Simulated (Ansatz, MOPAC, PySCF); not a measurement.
Molecule: N$_{2}$H$_{5}$ (charge +1, singlet). SMILES: N[NH3+]
Coordinates optimised at B3LYP-D3(BJ)/def2-TZVP (Ansatz, a first-principles code):
```
N
H 1 1.0255
H 1 1.0255 2 106.51
H 1 1.0297 2 108.56 3 116.72
N 1 1.4433 2 108.30 3 -116.29
H 5 1.0167 1 108.31 2 -63.19
H 5 1.0167 6 109.36 1 117.83
```
Charge +1, spin multiplicity 1.

Unscaled harmonic wavenumbers (cm⁻¹) in rising order, each level at the stationary point that it reaches from this structure (no distance between atoms moves by over 0.3 Å); the order of modes can differ between levels, and a negative number is imaginary. B3LYP-D3(BJ)/def2-TZVP (PySCF, at the structure above): 314, 864, 1061, 1061, 1191, 1436, 1566, 1653, 1666, 1692, 3321, 3411, 3435, 3468, 3562.

AM1 (MOPAC): 257, 1040, 1151, 1233, 1412, 1460, 1609, 1625, 1662, 1713, 3120, 3131, 3262, 3296, 3342. Zero-point energy 41.9 against 42.5 kcal/mol; where all levels lie over 400 cm⁻¹, the wavenumbers are on average 1.026 times those of B3LYP-D3(BJ)/def2-TZVP.

PM3 (MOPAC): 208, 802, 973, 1009, 1138, 1196, 1546, 1604, 1704, 1710, 3355, 3380, 3390, 3459, 3539. Zero-point energy 41.5 against 42.5 kcal/mol; where all levels lie over 400 cm⁻¹, the wavenumbers are on average 0.968 times those of B3LYP-D3(BJ)/def2-TZVP.

HF/3-21G (Ansatz): 305, 814, 1096, 1122, 1223, 1521, 1714, 1822, 1831, 1854, 3509, 3591, 3595, 3622, 3757. Zero-point energy 44.9 against 42.5 kcal/mol; where all levels lie over 400 cm⁻¹, the wavenumbers are on average 1.055 times those of B3LYP-D3(BJ)/def2-TZVP.

B3LYP/6-31G* (Ansatz): 338, 878, 1072, 1076, 1214, 1453, 1593, 1687, 1697, 1725, 3317, 3427, 3460, 3472, 3576. Zero-point energy 42.9 against 42.5 kcal/mol; where all levels lie over 400 cm⁻¹, the wavenumbers are on average 1.012 times those of B3LYP-D3(BJ)/def2-TZVP.
